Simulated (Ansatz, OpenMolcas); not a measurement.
# A ladder of methods for SiO2 (silicon dioxide molecule)

The species is SiO2 (3 atoms), meant as a singlet with charge 0. As SMILES, `O=[Si]=O`. The shape is that of a GFN2-xTB optimisation.

```jsonl
{"atom": "O", "x (Å)": "0.6912", "y (Å)": "1.2173", "z (Å)": "0.5137"}
{"atom": "Si", "x (Å)": "-0.0007", "y (Å)": "0.0004", "z (Å)": "-0.0002"}
{"atom": "O", "x (Å)": "-0.6905", "y (Å)": "-1.2177", "z (Å)": "-0.5136"}
```

Quantity: the vertical ionisation energy (to the doublet cation), in eV. The values are calculated.

| level | kind | program | value (eV) | less FCI/STO-3G |
| --- | --- | --- | --- | --- |
| HF/STO-3G, open shells restricted | Hartree–Fock | OpenMolcas | 6.09 | -0.13 |
| BLYP/STO-3G | GGA | Ansatz | 7.59 | +1.37 |
| r2SCAN/STO-3G | meta-GGA | OpenMolcas | 7.81 | +1.59 |
| B3LYP/STO-3G | global hybrid | Ansatz | 7.70 | +1.48 |
| BHLYP/STO-3G | global hybrid | Ansatz | 7.22 | +1.00 |
| wB97M-V/STO-3G | range-separated hybrid | Ansatz | 7.58 | +1.36 |
| MP2/STO-3G | perturbation theory | Ansatz | 7.57 | +1.35 |
| BCCD(T)/STO-3G | coupled cluster or CI | Ansatz | 6.44 | +0.22 |
| CCSDT/STO-3G | coupled cluster or CI | Ansatz | 6.24 | +0.02 |
| FCI/STO-3G, open shells restricted | exact in the basis | OpenMolcas | 6.22 | 0.00 |

FCI/STO-3G, open shells restricted is exact within its basis and frozen core, so for wave-function methods in that basis the difference is their error; functionals converge differently with the basis, so for them it is only a difference. The values span 6.09 to 7.81 eV. Spin contamination of the reference (⟨S²⟩ at least 0.1 too high) touches BHLYP/STO-3G, MP2/STO-3G, BCCD(T)/STO-3G, CCSDT/STO-3G. All rows use very small basis sets, so none should be taken for the real molecule's value.
